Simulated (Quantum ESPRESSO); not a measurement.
# Rutile MnF₂

Calculation: PBE in Quantum ESPRESSO (norm-conserving pseudopotentials).

Numerical settings: plane-wave cutoff 1306 eV, 6×6×8 k mesh (along the axes of the cell as run), Fermi–Dirac smearing 0.05 eV, magnetic order afm, spin-polarised with opposed moments.

Cell (relaxed at this level):

```cif
data_F4Mn2
_chemical_formula_sum 'Mn2 F4'
_space_group_name_H-M_alt 'P 1'
_space_group_IT_number 1
_cell_length_a 4.93299
_cell_length_b 4.93299
_cell_length_c 3.31891
_cell_angle_alpha 90.000
_cell_angle_beta 90.000
_cell_angle_gamma 90.000
loop_
_space_group_symop_operation_xyz
  'x, y, z'
loop_
_atom_site_label
_atom_site_type_symbol
_atom_site_fract_x
_atom_site_fract_y
_atom_site_fract_z
_atom_site_occupancy
Mn1 Mn 0.00000 0.00000 0.00000 1
Mn2 Mn 0.50000 0.50000 0.50000 1
F1 F 0.30373 0.30373 0.00000 1
F2 F 0.69627 0.69627 0.00000 1
F3 F 0.19627 0.80373 0.50000 1
F4 F 0.80373 0.19627 0.50000 1
```

For rutile MnF₂, the magnetic moment (largest site, within a sphere) is 4.17 μB and the band gap is 2.36 eV (on the SCF k mesh).

Measured, for comparison: band gap 9.9 eV (temperature not stated, no zero-point or thermal correction, the source doubts the polymorph; as tabulated in Das and Bazhirov (2019), arXiv:1808.05325). Computed (rounded) less measured: band gap not scored (a reference that its source doubts or gives as a wide range).

Note: SCF correction compared to forces is large.

Moments are spin moments.

The computed numbers hold no vibrational or temperature effects.

It cost around 40 core-minutes (rough) of CPU time.
